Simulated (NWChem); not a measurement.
# C2H3F2S− (SMILES FC(F)C[S-]) at 5 levels

Aim: a comparison of 5 runs (HF/STO-3G, HF/3-21G, M06-2X/STO-3G, B3LYP/6-31G*) of C2H3F2S−. 

Program for the calculation: NWChem 7.3.0.

**1. The structure to begin with**

The species is C2H3F2S− (8 atoms), meant as a singlet with charge -1. SMILES: `FC(F)C[S-]`. Geometry: relaxed at GFN2-xTB. This is one conformer, not always the lowest.

Bond lengths: F1–C2 1.361 Å, C2–F3 1.386 Å, C2–C4 1.510 Å, C4–S5 1.804 Å, C2–H6 1.098 Å, C4–H7 1.097 Å, C4–H8 1.096 Å. Some angles: F1–C2–F3 103.5°, F1–C2–C4 113.2°, F3–C2–C4 112.5°, C2–C4–S5 109.5°, F1–C2–H6 107.9°, F3–C2–H6 107.0°, C4–C2–H6 112.1°, C2–C4–H7 107.8°, C2–C4–H8 109.6°, S5–C4–H7 109.7°.

**2. Energy and gradient at HF/STO-3G (run 1)**

The input, run.py:

```python
from ase import Atoms
from ase.calculators.nwchem import NWChem

atoms = Atoms(['F', 'C', 'F', 'C', 'S', 'H', 'H', 'H'], positions=[
    [-0.437450, -0.166210, 1.713680],
    [0.371450, 0.009600, 0.633550],
    [1.334850, -0.975700, 0.786020],
    [-0.361020, -0.097050, -0.682350],
    [-0.927060, 1.538900, -1.190980],
    [0.879610, 0.976610, 0.746110],
    [0.341330, -0.493790, -1.425820],
    [-1.201720, -0.792360, -0.580220],
])

calc = NWChem(
    label='c2h3f2s',
    theory='scf',
    memory='2200 mb',
    basis='STO-3G',
    basispar='spherical bse',
    charge=-1,
    scf={'nopen': '0', 'rhf': None, 'thresh': '1e-08', 'maxiter': '80'},
)
atoms.calc = calc

forces = atoms.get_forces()
print(f"energy = {atoms.get_potential_energy():.6f} eV")
print("forces (eV/A):")
for s, f in zip(atoms.symbols, forces):
    print(f"{s:2s} {f[0]:10.5f} {f[1]:10.5f} {f[2]:10.5f}")
print("dipole (e A):", atoms.get_dipole_moment().round(4))
```

The run is started by

```
$ export ASE_NWCHEM_COMMAND="nwchem PREFIX.nwi > PREFIX.nwo"
$ python run.py
```

Standard output:

```text
energy = -18112.184881 eV
forces (eV/A):
F    -1.20019    0.03476    1.19567
C     1.41406   -0.95918    0.76331
F     0.69651   -0.48697    0.06166
C    -1.28987    1.39446   -2.26386
S    -0.36859    0.47195   -0.23829
H     0.23469    0.56719   -0.17268
H    -0.06094   -0.56343    0.44804
H     0.57444   -0.45884    0.20610
dipole (e A): [ 0.666  -0.9396  0.7077]
```

The calculator wrote c2h3f2s.nwi:

```
title "c2h3f2s"

permanent_dir c2h3f2s

scratch_dir c2h3f2s

start c2h3f2s

geometry units angstrom nocenter noautosym noautoz
  F  -4.3745000000000001e-01 -1.6621000000000000e-01 1.7136800000000001e+00
  C  3.7145000000000000e-01 9.5999999999999992e-03 6.3354999999999995e-01
  F  1.3348500000000001e+00 -9.7570000000000001e-01 7.8602000000000005e-01
  C  -3.6102000000000001e-01 -9.7049999999999997e-02 -6.8235000000000001e-01
  S  -9.2706000000000000e-01 1.5388999999999999e+00 -1.1909799999999999e+00
  H  8.7961000000000000e-01 9.7660999999999998e-01 7.4611000000000005e-01
  H  3.4133000000000002e-01 -4.9379000000000001e-01 -1.4258200000000001e+00
  H  -1.2017199999999999e+00 -7.9235999999999995e-01 -5.8021999999999996e-01
end

charge -1

memory 2200 mb

basis spherical bse noprint
   * library STO-3G
end

scf
  nopen 0
  rhf
  thresh 1e-08
  maxiter 80
end

task scf gradient
```

c2h3f2s.nwo:

```text
Northwest Computational Chemistry Package (NWChem) 7.3.0
             --------------------------------------------------------

           Job information
           ---------------

    nwchem branch   = 7.3.0
    use scalapack   = T
    input           = c2h3f2s.nwi
    prefix          = c2h3f2s.
    data base       = c2h3f2s/c2h3f2s.db
    status          = startup
    nproc           =        1

           Memory information
           ------------------

    heap     =     72089596 doubles =      550.0 Mbytes
    stack    =     72089601 doubles =      550.0 Mbytes
    global   =    144179200 doubles =     1100.0 Mbytes (distinct from heap & stack)
    total    =    288358397 doubles =     2200.0 Mbytes
    verify   = yes
    hardfail = no

[... 140 lines left out ...]
 Convergence threshold     :          1.000E-08
[... 13 lines left out ...]
       Final RHF  results
[... 3 lines left out ...]
      One-electron energy =  -1385.268978067198
[... 1 line left out ...]
 Nuclear repulsion energy =    222.231083223924
[... 40 lines left out ...]
                       ROHF Final Molecular Orbital Analysis
[... 220 lines left out ...]
                         RHF ENERGY GRADIENTS

    atom               coordinates                        gradient
                 x          y          z           x          y          z
   1 F      -0.826661  -0.314091   3.238386    0.023340  -0.000676  -0.023252
   2 C       0.701939   0.018141   1.197236   -0.027499   0.018653  -0.014844
   3 F       2.522501  -1.843806   1.485362   -0.013545   0.009470  -0.001199
[... 4 lines of this table left out ...]
   8 H      -2.270922  -1.497343  -1.096457   -0.011171   0.008923  -0.004008

                 ----------------------------------------
                 |  Time  |  1-e(secs)   |  2-e(secs)   |
                 ----------------------------------------
                 |  CPU   |       0.00   |       0.26   |
                 ----------------------------------------
                 |  WALL  |       0.00   |       0.26   |
                 ----------------------------------------

 Task  times  cpu:        1.8s     wall:        1.8s
 Total times  cpu:        1.8s     wall:        1.8s
```

It took 3 s on 1 thread of AMD EPYC 9R14 (Zen 4), shared host; peak memory 0.098 GiB.

**3. Energy and gradient at HF/3-21G (run 2)**

The input, struct.nw:

```
start struct
memory 2200 mb
charge -1
geometry units angstrom noautosym nocenter noautoz
   F     -0.437450    -0.166210     1.713680
   C      0.371450     0.009600     0.633550
   F      1.334850    -0.975700     0.786020
   C     -0.361020    -0.097050    -0.682350
   S     -0.927060     1.538900    -1.190980
   H      0.879610     0.976610     0.746110
   H      0.341330    -0.493790    -1.425820
   H     -1.201720    -0.792360    -0.580220
end
basis spherical bse
   * library 3-21G
end
scf
   thresh 1e-08
   maxiter 80
   noprint "final vectors analysis"
end
task scf gradient
```

The run is started by

```
$ nwchem struct.nw > struct.out
```

Standard output:

```text
[...]
  functions       =    55
[...]
  wavefunction    = RHF
[...]
         Total SCF energy =   -670.443465406105
      One-electron energy =  -1381.742315393160
      Two-electron energy =    489.067766763131
 Nuclear repulsion energy =    222.231083223924
        Time for solution =      1.7s
[...]
                         RHF ENERGY GRADIENTS
    atom               coordinates                        gradient
                 x          y          z           x          y          z
   1 F      -0.826661  -0.314091   3.238386    0.019358  -0.000188  -0.014885
   2 C       0.701939   0.018141   1.197236   -0.018037  -0.016218   0.006127
   3 F       2.522501  -1.843806   1.485362   -0.010807   0.011018   0.003074
   4 C      -0.682229  -0.183398  -1.289455   -0.011532   0.029828  -0.003482
   5 S      -1.751889   2.908099  -2.250626    0.017337  -0.037433   0.014457
   6 H       1.662222   1.845525   1.409943    0.008460   0.014976   0.006233
   7 H       0.645020  -0.933128  -2.694409    0.005390   0.000231  -0.009769
   8 H      -2.270922  -1.497343  -1.096457   -0.010170  -0.002213  -0.001754
[...]
```

It took 2.9 s on 1 thread of AMD EPYC 9R14 (Zen 4), shared host; peak memory 0.098 GiB.

Runs 3 to 4 aren't shown in full; the table further down has their settings and results.

**4. Energy and gradient at B3LYP/6-31G(d) (Cartesian functions) (run 5)**

The input, test.nw:

```
start test
memory 2200 mb
charge -1

geometry units au noautosym nocenter noautoz
  F   -0.82666069  -0.31409138   3.23838587
  C    0.70193877   0.01814137   1.19723599
  F    2.52250092  -1.84380578   1.48536253
  C   -0.68222893  -0.18339792  -1.28945462
  S   -1.75188950   2.90809953  -2.25062602
  H    1.66222200   1.84552543   1.40994356
  H    0.64502022  -0.93312786  -2.69440930
  H   -2.27092168  -1.49734339  -1.09645689
end

basis cartesian
  F library 6-31G*
  C library 6-31G*
  S library 6-31G*
  H library 6-31G*
end

dft
  xc b3lyp
  grid xfine
  convergence energy 1e-08
  maxiter 100
  mulliken
  noprint "final vectors analysis"
end

task dft gradient
```

The run is started by

```
$ nwchem test.nw > test.out
```

Standard output:

```text
[...]
          Wavefunction type:  closed shell.
          No. of atoms     :     8
          No. of electrons :    50
[...]
          Charge           :    -1
          Spin multiplicity:     1
[...]
          AO basis - number of functions:    85
[...]
              XC Information
              --------------
                         B3LYP Method XC Potential
                     Hartree-Fock (Exact) Exchange  0.200
                        Slater Exchange Functional  0.800 local
                    Becke 1988 Exchange Functional  0.720 non-local
              Lee-Yang-Parr Correlation Functional  0.810
                  VWN I RPA Correlation Functional  0.190 local
[...]
 d= 0,ls=0.0,diis     1   -675.6932621738 -8.98D+02  2.75D-02  1.77D+00     2.6
[...]
 d= 0,ls=0.0,diis    10   -675.9099875464 -1.58D-09  2.63D-07  8.91D-10    21.4
         Total DFT energy =     -675.909987546424
      One electron energy =    -1386.355318049075
           Coulomb energy =      547.117869767902
    Exchange-Corr. energy =      -58.903606468305
 Nuclear repulsion energy =      222.231067203054
[...]
      Total Density - Mulliken Population Analysis
     ---------------------------------------------
    Atom       Charge   Shell Charges
 -----------   ------   -------------------------------------------------------
    1 F    9     9.31   1.99  0.94  3.32  0.97  2.03  0.05
    2 C    6     5.55   1.99  0.73  1.88  0.38  0.49  0.08
    3 F    9     9.35   1.99  0.94  3.32  0.99  2.07  0.05
    4 C    6     6.39   1.99  0.68  2.09  0.64  0.96  0.04
    5 S   16    16.73   2.00  1.99  5.97  1.36  2.96  0.63  1.84 -0.02
    6 H    1     0.90   0.54  0.35
    7 H    1     0.89   0.53  0.36
    8 H    1     0.89   0.53  0.36
[...]
  wavefunction    = closed shell
                         DFT ENERGY GRADIENTS
    atom               coordinates                        gradient
                 x          y          z           x          y          z
   1 F      -0.826661  -0.314091   3.238386    0.013689  -0.001692  -0.008868
   2 C       0.701939   0.018141   1.197236   -0.008235  -0.003443   0.000529
   3 F       2.522501  -1.843806   1.485363   -0.010146   0.010638   0.002221
   4 C      -0.682229  -0.183398  -1.289455   -0.002606  -0.002011   0.000666
   5 S      -1.751890   2.908100  -2.250626    0.009759  -0.016730   0.006978
   6 H       1.662222   1.845525   1.409944    0.001146   0.001957   0.002403
   7 H       0.645020  -0.933128  -2.694409   -0.001541   0.005359  -0.001617
   8 H      -2.270922  -1.497343  -1.096457   -0.002066   0.005921  -0.002312
[...]
```

Wall time 27 s (1 thread of AMD EPYC 9R14 (Zen 4), shared host); peak memory 0.15 GiB.

**5. Overview of the runs**

| run | level | iteration cap | module | energy (Eh) | HOMO energy (eV) | LUMO energy (eV) | HOMO–LUMO gap (eV) | wall time |
| --- | --- | --- | --- | --- | --- | --- | --- | --- |
| 1 | HF/STO-3G | 80 | scf | -665.610523 | 3.82 | 20.15 | 16.33 | 3 s |
| 2 | HF/3-21G | 80 | scf | -670.443465 | – | – | – | 2.9 s |
| 3 | M06-2X/STO-3G | 100 | dft | -667.470103 | 6.08 | 15.59 | 9.51 | 11 s |
| 4 | B3LYP/6-31G* (spherical functions) | 100 | dft | -675.903656 | 0.77 | 7.37 | 6.60 | 26 s |
| 5 | B3LYP/6-31G* (Cartesian functions) | 100 | dft | -675.909988 | – | – | – | 27 s |

**6. Results**

```
                       quantity          value
            run 5: total energy  -675.90999 Eh
run 5: largest force on an atom     1.059 eV/Å
```

**Reading.** Over runs 1, 3, 4 the HOMO–LUMO gap runs from 6.60 eV (B3LYP/6-31G*) to 16.33 eV (HF/STO-3G). The two ends differ in method and basis. The empty levels of an anion lie above zero and hang on the basis. Totals of different functionals can't be ranked against each other. In runs 1, 3, 4 the HOMO lies above zero, so the outermost electron may be held by the basis alone. In runs 1, 3 the basis is minimal, so the values are rough. All runs together took 69 s, the longest 27 s.
